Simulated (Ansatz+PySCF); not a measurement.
Values are calculated unless marked as measured or tabulated.
Input for PySCF 2.14.0:

```python
from pyscf import gto, scf, cc

mol = gto.M(atom="""
Mg 0.000000 0.000000 3.228000
Li 0.000000 0.000000 0.000000
Si 0.000000 0.000000 -2.868000
""", basis='sto-3g', charge=-1, spin=0)
mf = scf.RHF(mol)
mf.kernel()
mycc = cc.CCSD(mf, frozen=11).run()
et = mycc.ccsd_t()
print(mf.e_tot, mycc.e_corr, et, mycc.e_tot + et)
```

The script is written out from the run's settings.

Output:

```yaml
Converged: yes
Reference_energy: -489.68416 hartree
CCSD_correlation_energy: -0.12960 hartree
Triples_correction: -0.00928 hartree
Total_energy: -489.82305 hartree
Spin_squared_of_the_determinant: 0.000
```

Caution: large amplitudes, a single reference is doubtful; no diffuse functions for an anion; an unrestricted determinant lies well below.
